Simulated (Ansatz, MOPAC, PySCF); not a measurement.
Bond stretch in Na₂, singlet.

Levels: AM1, restricted, heats of formation (MOPAC); RKS-PBE = restricted PBE/cc-pVQZ in Ansatz (a first-principles code); UKS-B3LYP/6-31G* = unrestricted B3LYP/6-31G*, spherical d (PySCF 2.14.0).

Energies are in kJ/mol, each relative to the lowest point of its own curve near equilibrium.

```json
[
 {"R / Å": "2.49", "AM1": "36.6", "RKS-PBE": "24.6", "UKS-B3LYP/6-31G*": "21.0"},
 {"R / Å": "2.69", "AM1": "11.8", "RKS-PBE": "9.5", "UKS-B3LYP/6-31G*": "7.6"},
 {"R / Å": "2.80", "AM1": "4.6", "RKS-PBE": "4.6", "UKS-B3LYP/6-31G*": "3.3"},
 {"R / Å": "2.91", "AM1": "0.8", "RKS-PBE": "1.6", "UKS-B3LYP/6-31G*": "0.8"},
 {"R / Å": "2.97", "AM1": "0.0", "RKS-PBE": "0.6", "UKS-B3LYP/6-31G*": "0.1"},
 {"R / Å": "3.10", "AM1": "___", "RKS-PBE": "0.0", "UKS-B3LYP/6-31G*": "0.0"},
 {"R / Å": "3.19", "AM1": "2.6", "RKS-PBE": "0.6", "UKS-B3LYP/6-31G*": "0.9"},
 {"R / Å": "3.26", "AM1": "4.9", "RKS-PBE": "1.5", "UKS-B3LYP/6-31G*": "2.0"},
 {"R / Å": "3.40", "AM1": "10.9", "RKS-PBE": "4.4", "UKS-B3LYP/6-31G*": "5.2"},
 {"R / Å": "3.52", "AM1": "17.4", "RKS-PBE": "7.6", "UKS-B3LYP/6-31G*": "8.8"},
 {"R / Å": "3.83", "AM1": "37.1", "RKS-PBE": "18.2", "UKS-B3LYP/6-31G*": "20.0"},
 {"R / Å": "4.19", "AM1": "62.1", "RKS-PBE": "32.2", "UKS-B3LYP/6-31G*": "34.6"},
 {"R / Å": "4.62", "AM1": "90.7", "RKS-PBE": "48.9", "UKS-B3LYP/6-31G*": "48.7"},
 {"R / Å": "5.07", "AM1": "___", "RKS-PBE": "64.5", "UKS-B3LYP/6-31G*": "58.2"},
 {"R / Å": "5.63", "AM1": "___", "RKS-PBE": "80.2", "UKS-B3LYP/6-31G*": "___"},
 {"R / Å": "6.26", "AM1": "167.6", "RKS-PBE": "93.2", "UKS-B3LYP/6-31G*": "68.3"},
 {"R / Å": "6.89", "AM1": "185.1", "RKS-PBE": "102.2", "UKS-B3LYP/6-31G*": "69.8"},
 {"R / Å": "7.50", "AM1": "197.8", "RKS-PBE": "___", "UKS-B3LYP/6-31G*": "___"},
 {"R / Å": "8.47", "AM1": "212.3", "RKS-PBE": "113.0", "UKS-B3LYP/6-31G*": "70.9"},
 {"R / Å": "9.30", "AM1": "221.0", "RKS-PBE": "115.1", "UKS-B3LYP/6-31G*": "71.0"}
]
```

Fill in the missing entries.


- 3.10, AM1: 0.6
- 5.07, AM1: 117.1
- 5.63, AM1: 144.2
- 5.63, UKS-B3LYP/6-31G*: 64.8
- 7.50, RKS-PBE: 107.9
- 7.50, UKS-B3LYP/6-31G*: 70.5

The restricted form behind AM1, RKS-PBE keeps the bonding electrons paired and can't separate into open-shell fragments. The unrestricted determinant behind UKS-B3LYP/6-31G* is spin-contaminated at 4.19 to 9.30 Å (<S²> up to 1.0, against 0.00 for a pure singlet).
